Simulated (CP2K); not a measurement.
**OF2 (oxygen difluoride): a first try and a second**

Wanted: energy and forces of OF2 (oxygen difluoride), AM05-D4/TZV2P-MOLOPT-PBE0-GTH (core potential, ngrids 4).

The results are computed with CP2K 2026.2.

3 further runs of the same task are left out: 3 set aside as unsound or not needed. Runs told in other sessions of the task aren't counted.

### Step 1. The system as given

The species is OF2 (3 atoms), meant as a singlet with charge 0. SMILES: `FOF`. Geometry: relaxed at PBE0-D4/def2-TZVP.

Bond lengths: F1–O2 1.381 Å, O2–F3 1.381 Å. Angles: F1–O2–F3 103.9°.

### Step 2. Try one

qs.inp reads:

```
&GLOBAL
  PROJECT_NAME qs
  RUN_TYPE ENERGY_FORCE
  PRINT_LEVEL MEDIUM
&END GLOBAL

&FORCE_EVAL
  METHOD Quickstep
  &DFT
    BASIS_SET_FILE_NAME BASIS_MOLOPT_UZH
    POTENTIAL_FILE_NAME POTENTIAL_UZH
    CHARGE 1
    MULTIPLICITY 1
    # Quickstep
    &QS
      METHOD GPW
      EPS_DEFAULT 1.0E-10
    &END QS
    &MGRID
      CUTOFF 500
      REL_CUTOFF 50
      NGRIDS 4
    &END MGRID
    # isolated system
    &POISSON
      PERIODIC NONE
      POISSON_SOLVER MULTIPOLE
    &END POISSON
    # SCF settings
    &SCF
      SCF_GUESS ATOMIC
      EPS_SCF 1.0E-07
      MAX_SCF 150
      ADDED_MOS 3
      &DIAGONALIZATION
        ALGORITHM STANDARD
      &END DIAGONALIZATION
      &MIXING
        METHOD BROYDEN_MIXING
        ALPHA 0.2
        NBUFFER 8
      &END MIXING
    &END SCF
    # functional
    &XC
      &XC_FUNCTIONAL
        &GGA_X_AM05
        &END GGA_X_AM05
        &GGA_C_AM05
        &END GGA_C_AM05
      &END XC_FUNCTIONAL
      &VDW_POTENTIAL
        POTENTIAL_TYPE PAIR_POTENTIAL
        &PAIR_POTENTIAL
          TYPE DFTD4
          REFERENCE_FUNCTIONAL AM05
        &END PAIR_POTENTIAL
      &END VDW_POTENTIAL
    &END XC
    # extra output
    &PRINT
      &MOMENTS
        PERIODIC F
        REFERENCE COM
        MAX_MOMENT 1
      &END MOMENTS
      &MO ON
        ENERGIES T
        OCCUPATION_NUMBERS T
        NDIGITS 6
        &EACH
          QS_SCF 0
        &END EACH
        ADD_LAST NUMERIC
      &END MO
      &HIRSHFELD OFF
      &END HIRSHFELD
    &END PRINT
  &END DFT
  # structure
  &SUBSYS
    &CELL
      ABC [angstrom] 8.9 7.9 8
      PERIODIC NONE
    &END CELL
    &COORD
      F      0.953290    -0.339960     0.488270
      O      0.000520     0.563910     0.062040
      F     -0.953810    -0.223960    -0.550310
    &END COORD
    &TOPOLOGY
      &CENTER_COORDINATES
      &END CENTER_COORDINATES
    &END TOPOLOGY
    &KIND F
      BASIS_SET TZV2P-MOLOPT-PBE0-GTH-q7
      POTENTIAL GTH-PBE-q7
    &END KIND
    &KIND O
      BASIS_SET TZV2P-MOLOPT-PBE0-GTH-q6
      POTENTIAL GTH-PBE-q6
    &END KIND
  &END SUBSYS
  &PRINT
    &FORCES ON
    &END FORCES
  &END PRINT
&END FORCE_EVAL
```

On the command line:

```
$ OMP_NUM_THREADS=1 cp2k.psmp qs.inp > qs.out
```

Log:

```text
CP2K| version string:                                       CP2K version 2026.2
 CP2K| Input file name                                                    qs.inp

 GLOBAL| Basis set file name                                    BASIS_MOLOPT_UZH
 GLOBAL| Potential file name                                       POTENTIAL_UZH
 GLOBAL| Coordinate file name                                      __STD_INPUT__
 GLOBAL| Method name                                                        CP2K
 GLOBAL| Project name                                                         qs
 GLOBAL| Run type                                                   ENERGY_FORCE
 GLOBAL| FFT library                                                       FFTW3
 GLOBAL| Diagonalization library                                       ScaLAPACK
 GLOBAL| Global print level                                               MEDIUM
 GLOBAL| Total number of message passing processes                             1
 GLOBAL| Number of threads for this process                                    1
 GLOBAL| CPU model name           Intel(R) Xeon(R) Platinum 8259CL CPU @ 2.50GHz

 CELL| Volume [angstrom^3]:                                           562.480000
 CELL| Vector a [angstrom]:       8.900     0.000     0.000   |a| =     8.900000
 CELL| Vector b [angstrom]:       0.000     7.900     0.000   |b| =     7.900000
 CELL| Vector c [angstrom]:       0.000     0.000     8.000   |c| =     8.000000
 CELL| Angle (b,c), alpha [degree]:                                    90.000000
 CELL| Angle (a,c), beta  [degree]:                                    90.000000
 CELL| Angle (a,b), gamma [degree]:                                    90.000000
 CELL| Numerically orthorhombic:                                             YES
 CELL| Periodicity                                                          NONE

 GENERATE|  Preliminary Number of Bonds generated:                             0
 GENERATE|  Achieved consistency in connectivity generation.

 PW_GRID| Information for grid number                                          1
 PW_GRID| Cutoff [a.u.]                                                     40.2
 PW_GRID| spherical cutoff:                                                   NO
 PW_GRID|   Bounds   1              0      49                Points:          50
 PW_GRID|   Bounds   2              0      49                Points:          50
 PW_GRID|   Bounds   3              0      49                Points:          50
 PW_GRID| Volume element (a.u.^3)  0.3037E-01     Volume (a.u.^3)      3795.8032
 PW_GRID| Grid span                                                    HALFSPACE

 *******************************************************************************
 *   ___                                                                       *
 *  /   \                                                                      *
 * [ABORT]                                                                     *
 *  \___/            Use the LSD option for an odd number of electrons         *
 *    |                                                                        *
 *  O/|                                                                        *
 * /| |                                                                        *
 * / \                                                   qs_environment.F:2033 *
 *******************************************************************************

 ===== Routine Calling Stack =====

            2 qs_init_subsys
            1 CP2K
```

Wall time 1.1 s (1 thread of Intel Xeon Platinum 8259CL at 2.50GHz (Skylake/Cascade Lake), shared host); peak memory 0.18 GiB.

### Step 3. Diagnosis

The program refused the input.

The telling line is `\___/            Use the LSD option for an odd number of electrons`. What is wrong: the electron count doesn't fit the spin or reference typed: an even count needs an odd multiplicity, an odd count an even one. To mend it: charge 0 in place of 1. That is the species meant; for the charge typed, the multiplicity would have to change.

### Step 4. The mended input

run.inp reads:

```
&GLOBAL
  PROJECT_NAME run
  RUN_TYPE ENERGY_FORCE
  PRINT_LEVEL MEDIUM
&END GLOBAL
&FORCE_EVAL
  METHOD QUICKSTEP
  &DFT
    BASIS_SET_FILE_NAME BASIS_MOLOPT_UZH
    POTENTIAL_FILE_NAME POTENTIAL_UZH
    &QS
      METHOD GPW
      EPS_DEFAULT 1.0E-10
    &END QS
    &MGRID
      CUTOFF 500
      REL_CUTOFF 50
      NGRIDS 4
    &END MGRID
    &POISSON
      PERIODIC NONE
      POISSON_SOLVER MULTIPOLE
    &END POISSON
    &SCF
      SCF_GUESS ATOMIC
      EPS_SCF 1.0E-07
      MAX_SCF 150
      ADDED_MOS 3
      &DIAGONALIZATION
        ALGORITHM STANDARD
      &END DIAGONALIZATION
      &MIXING
        METHOD BROYDEN_MIXING
        ALPHA 0.2
        NBUFFER 8
      &END MIXING
    &END SCF
    &XC
      &XC_FUNCTIONAL
        &GGA_X_AM05
        &END GGA_X_AM05
        &GGA_C_AM05
        &END GGA_C_AM05
      &END XC_FUNCTIONAL
      &VDW_POTENTIAL
        POTENTIAL_TYPE PAIR_POTENTIAL
        &PAIR_POTENTIAL
          TYPE DFTD4
          REFERENCE_FUNCTIONAL AM05
        &END PAIR_POTENTIAL
      &END VDW_POTENTIAL
    &END XC
    &PRINT
      &MOMENTS
        PERIODIC F
        REFERENCE COM
        MAX_MOMENT 1
      &END MOMENTS
      &MO ON
        ENERGIES T
        OCCUPATION_NUMBERS T
        NDIGITS 6
        &EACH
          QS_SCF 0
        &END EACH
        ADD_LAST NUMERIC
      &END MO
      &HIRSHFELD OFF
      &END HIRSHFELD
    &END PRINT
  &END DFT
  &SUBSYS
    &CELL
      ABC 8.9 7.9 8
      PERIODIC NONE
    &END CELL
    &COORD
      F      0.953290    -0.339960     0.488270
      O      0.000520     0.563910     0.062040
      F     -0.953810    -0.223960    -0.550310
    &END COORD
    &TOPOLOGY
      &CENTER_COORDINATES
      &END CENTER_COORDINATES
    &END TOPOLOGY
    &KIND F
      BASIS_SET TZV2P-MOLOPT-PBE0-GTH-q7
      POTENTIAL GTH-PBE-q7
    &END KIND
    &KIND O
      BASIS_SET TZV2P-MOLOPT-PBE0-GTH-q6
      POTENTIAL GTH-PBE-q6
    &END KIND
  &END SUBSYS
  &PRINT
    &FORCES ON
    &END FORCES
  &END PRINT
&END FORCE_EVAL
```

On the command line:

```
$ OMP_NUM_THREADS=1 cp2k.psmp -i run.inp > run.out 2>&1
```

Log, shortened:

```text
CP2K| version string:                                       CP2K version 2026.2
[...]
 GLOBAL| Method name                                                        CP2K
[...]
 GLOBAL| Run type                                                   ENERGY_FORCE
[...]
 DFT| Spin restricted Kohn-Sham (RKS) calculation                            RKS
 DFT| Multiplicity                                                             1
[...]
 DFT| Charge                                                                   0
[...]
 FUNCTIONAL| GGA_X_AM05:
[...]
 FUNCTIONAL| GGA_C_AM05:
[...]
 QS| Method:                                                                 GPW
[...]
 QS| Density cutoff [a.u.]:                                                250.0
[...]
 QS| Relative density cutoff [a.u.]:                                        25.0
[...]
                             - Atoms:                                          3
[...]
                             - Spherical basis functions:                     87
[...]
 Number of electrons:                                                         20
[...]
     1 NoMix/Diag. 0.20E+00    1.5     0.66150569       -64.2195964000 -6.42E+01
[...]
    35 Broy./Diag. 0.20E+00    1.8     0.00000005       -64.0259759359  6.27E-09
  *** SCF run converged in    35 steps ***
[...]
  Overlap energy of the core charge distribution:               0.00000000000003
  Self energy of the core charge distribution:               -170.24822592708904
  Core Hamiltonian energy:                                     47.26613081854926
  Hartree energy:                                              71.27613027173594
  Exchange-correlation energy:                                -12.31982919746432
  Dispersion energy:                                           -0.00018190161550
  Total energy:                                               -64.02597593588364
[...]
                     Mulliken Population Analysis
 #  Atom  Element  Kind  Atomic population                           Net charge
       1     F        1          7.128828                             -0.128828
       2     O        2          5.742456                              0.257544
       3     F        1          7.128717                             -0.128717
[...]
 ENERGY| Total FORCE_EVAL ( QS ) energy [hartree]            -64.025976157932178
[...]
```

Run time: 73 s. Hardware: 1 thread of Intel Xeon Platinum 8259CL at 2.50GHz (Skylake/Cascade Lake), shared host; peak memory 1.1 GiB.

### Step 5. Outcome

At AM05-D4/TZV2P-MOLOPT-PBE0-GTH (core potential, ngrids 4):

```
                quantity         value
            total energy  -64.02598 Eh
           dipole moment        0.22 D
             HOMO energy      -7.29 eV
             LUMO energy      -3.62 eV
           HOMO–LUMO gap       3.66 eV
       dispersion energy  -0.48 kJ/mol
largest force on an atom    1.339 eV/Å
```

**Reading.** The largest force is 1.34 eV/Å: the shape isn't a stationary point for this species at this level.
